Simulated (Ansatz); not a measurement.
**Band gap of K2CuVS4 (Fddd, No. 70; structure not from a measured cell) at several levels of theory**

No measured value is used here.

| level (code) | value (eV) |
|---|---|
| LDA (Ansatz) | 1.19 (indirect) |
| PBEsol (Ansatz) | ? |
| r²SCAN (Ansatz) | 1.44 (indirect) |

Q: Complete the blanks.

A: 
- PBEsol (Ansatz, an electronic-structure program), value (eV): 1.23 (indirect)

Computed values are for a static lattice.  Values are at the PBEsol cell. Cutoffs differ between the levels. Ansatz's density-functional and Hartree–Fock values are scalar-relativistic unless marked +SOC, with PAW data made under PBE.
